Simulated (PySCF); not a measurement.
## A barrier at the coupled-cluster level

Start structure (C$_{2}$H$_{5}$Al, closed shell), relaxed at PBE0-D4/def2-TZVP:

```xyz
8
angstrom
Al -0.8513 -0.7191 -0.2784
H -0.8486 -1.4034 1.1631
H -0.1387 -1.4781 -1.4834
H -1.9755 0.3598 -0.6070
C 0.8835 1.0154 -0.2609
C 0.9859 0.5741 0.8548
H 0.8440 1.4510 -1.2347
H 1.0981 0.2023 1.8479
```

The step: C₂H₂ (C#C) + AlH₃ → C₂H₅Al ([CH2][CH][AlH2]); bonds formed: Al1–C5, H2–C6; bonds broken: Al1–H2. Computed with PySCF 2.14 with density fitting (its default auxiliary sets; JK sets also for MP2 and CCSD(T)) (basis: def2-TZVPP and def2-QZVPP); correlated methods freeze the cores. Extrapolation: Hartree–Fock as exp(−7.88 √X), correlation as X^−2.97. Energies below are by CCSD(T) at an estimated basis limit (MP2 extrapolated from triple and quadruple zeta, plus CCSD(T) − MP2 in triple zeta).

Question: What are the electronic barrier and the energy of the step, from the start structure to the end structure? (An estimate is asked for; the value comes from the calculation.)

Answer: By the calculation: Barrier 0.488 eV; step energy -1.608 eV (downhill); reverse barrier, their difference, 2.096 eV. Barrier and step energy count from the start structure, the reverse barrier from the end structure.

The saddle point: One imaginary mode of 668i cm⁻¹.
```csv
pair,start (Å),saddle (Å),end (Å)
Al1–C5,2.45,2.13,1.94
H2–C6,2.71,1.89,1.09
Al1–H2,1.60,1.64,2.96
```

Zero-point energy (harmonic, PBE0-D4): ZPE is 1.314 eV at the start and 1.317 eV at the saddle, so the barrier goes from 0.488 to 0.492 eV.

No T1 diagnostic of these runs exceeds 0.019.

Labels in which every atom is bracketed show which atoms are joined, not bond orders.

For scale, one of the runs: CCSD(T)/def2-TZVPP, 174 basis functions, launched by `OMP_NUM_THREADS=4 python run.py`. The run took 2.5 min on 4 CPU threads of an Arm Neoverse V1 (shared host), with 1.2 GiB of host memory at its peak.
